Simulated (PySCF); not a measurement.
# Working out the ionisation energy of Al

Al [Ne] 3s2 3p1 (2P) → Al⁺ [Ne] 3s2 (1S). Computed with PySCF 2.14 in aug-cc-pV(T+d)Z (6s5p4d2f, 55 functions), with no relativity, point nucleus. Frozen: [Ne]. Energies in hartree (1 hartree = 27.21139 eV):

| part | Al (lower) | Al⁺ (upper) |
| --- | --- | --- |
| UHF | -241.879216 | -241.673453 |
| MP2 opposite-spin | -0.033537 | -0.027840 |
| MP2 same-spin | -0.002580 | 0.000000 |

What does Hartree-Fock give?

(-241.673453) − (-241.879216) = 0.205763 hartree = 5.599 eV.

What do MP2 and SCS-MP2 (6/5 opposite-spin, 1/3 same-spin) give?

The opposite-spin parts differ by 0.155 eV and the same-spin parts by 0.070 eV. MP2: 5.599 + (0.155) + (0.070) = 5.824 eV. SCS-MP2: 5.599 + 1.2 × (0.155) + (0.070)/3 = 5.808 eV.

Measured between the centres of the two terms (NIST): 5.977 eV, so MP2 (valence) is off by -0.153 eV.

What remains against the reference includes basis incompleteness, the frozen core and correlation beyond second order.
